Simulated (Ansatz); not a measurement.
Two shapes of singlet C2H6.

Shape 1:

```xyz
8

C     0.0095   -0.0221   -0.8034
C     0.0330   -0.0221    0.7899
H    -0.0065   -0.9748   -1.1584
H    -0.8928    0.5155   -1.1156
H     0.8813    0.5612   -1.1719
H    -0.0147    1.0278    1.2128
H    -0.9313   -0.5094    1.1877
H     0.8981   -0.5601    1.1574
```

Shape 2:

```xyz
8

C     0.0252   -0.0241   -0.8350
C     0.0572   -0.0154    0.7650
H    -0.0256   -0.9827   -1.1871
H    -0.9242    0.5314   -1.1187
H     0.9016    0.5881   -1.1827
H    -0.0199    1.0285    1.1778
H    -0.9455   -0.4954    1.2168
H     0.9067   -0.5316    1.1766
```

Basis set: 6-31G (spherical functions). Frozen core: 2 orbitals. Charge 0, multiplicity 1.

Computed with Ansatz (development build ahead of 0.2.0); each method stands on the lowest determinant of its kind that the runs found.

Question: Which shape is lower in energy, and by how much in each method?

Answer:

```json
{"method": "RHF", "E(2) − E(1) (eV)": "0.220"}
{"method": "RHF-MP2", "E(2) − E(1) (eV)": "0.166"}
```

Shape 1 is lower.
